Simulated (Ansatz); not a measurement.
Frontier orbitals of C$_{4}$H$_{7}$NO, SMILES `CCOCC#N`.

```xyz
13

C     0.4032   -1.6939   -0.2677
C     0.3550   -0.6881    0.8626
O     0.5569    0.6496    0.4450
C    -0.5243    1.1755   -0.2643
C    -0.3116    2.6030   -0.4799
N    -0.1750    3.7273   -0.6689
H     0.3487   -2.7065    0.1388
H     1.3370   -1.5981   -0.8251
H    -0.4304   -1.5787   -0.9641
H    -0.5970   -0.7626    1.4084
H     1.1592   -0.8806    1.5747
H    -0.6535    0.7036   -1.2480
H    -1.4681    1.0495    0.2884
```

Total charge 0; spin multiplicity 1. The geometry is a stationary point of PBE0-D4/def2-TZVP. It is a higher conformer; a search finds a lower one. Basis def2-TZVPP, Ansatz 0.2.0.

| functional | HOMO (eV) | LUMO (eV) | gap (eV) |
| --- | --- | --- | --- |
| LDA (SPW92) | -6.76 | -1.22 | 5.54 |
| PBE | -6.62 | -0.93 | 5.69 |
| PBE0 | -8.24 | 0.17 | 8.41 |
| r2SCANh | -7.57 | -0.24 | 7.33 |
| HSE06 (plane-wave form) | -7.83 | -0.21 | 7.62 |
| CAM-B3LYP | -9.70 | 1.24 | 10.94 |
| LC-ωPBE | -11.00 | 2.53 | 13.53 |
| ωB97X-V | -10.70 | 2.37 | 13.07 |
| ωB97M-V | -10.64 | 2.08 | 12.72 |

A quarter of exact exchange (PBE0) shifts PBE's HOMO by −1.61 eV and its LUMO by +1.10 eV; full exchange at long range (ωB97M-V) shifts them by −4.01 and +3.01 eV. The gap opens from 5.69 to 12.72 eV, since occupied levels lose self-interaction and empty ones feel all the electrons. A positive LUMO is unbound and depends on the basis.

LC-ωPBE has ω = 0.4 bohr⁻¹.
